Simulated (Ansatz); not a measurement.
The input, for Ansatz 0.2.0:

```yaml
crystal:
  periodic: [false, false, false]
  atoms:
    - {symbol: Al, position_ang: [0.000000, 0.069014, -0.098090]}
    - {symbol: H, position_ang: [0.000000, -1.217098, -0.683311]}
    - {symbol: H, position_ang: [0.420650, -0.315172, 1.654534]}
    - {symbol: H, position_ang: [-0.420650, -0.315172, 1.654534]}
basis:
  gaussian: {orbitals: cc-pVDZ}
magnetization: {spin_polarized: false, initial_magnetization: 2}
correlation: {method: sc_nevpt2, electrons: outside_noble_gas, active_space: {window: {electrons: 2, orbitals: 5}}}
accuracy: high
scf: {lower_state_search: full}
```

```sh
$ ansatz run in.yaml --threads 1 --pin off --events-out ev --progress --plain --max-ram 2393MiB
```

Output:

```
697 factors; integrals over basis functions are off by at most 3.3e-9 eV
mean field evaluation 1: about -6625.8258 eV, gradient 8.7e0 eV
mean field evaluation 2: about -6625.8289 eV, gradient 8.7e0 eV
mean field evaluation 4: about -6626.7412 eV, gradient 5.8e-1 eV
mean field evaluation 8: about -6626.7500 eV, gradient 2.3e-3 eV
mean field evaluation 16: about -6610.5404 eV, gradient 2.6e1 eV
mean field evaluation 32: about -6626.2944 eV, gradient 5.3e0 eV
mean field evaluation 64: about -6626.7500 eV, gradient 1.7e-8 eV
mean field -6626.75002323 eV, -243.5285715811 hartree, gradient 4.2e-8 eV, S^2 2.000000; 4 other end points of the search recorded, 0 dependent functions left out
reference -6626.75002323 eV, -243.5285715811 hartree; 9, 7 occupied and 24, 26 virtual orbitals, 697 factors
state -6626.84591949 eV, -243.5320957037 hartree
state -6626.84591949 eV, -243.5320957037 hartree; corrected -6628.67708974 eV, -243.5993899692 hartree
WARN: 1 active orbitals are nearly empty or full. The corrections depend on them more than the energy does, and are more stable in an active space without them
Total energy: -6628.67708974 eV, -243.5993899692 hartree
```

Ran on 1 thread of Arm Neoverse V1, shared host: 1.3 s wall, 0.15 GiB peak host memory.
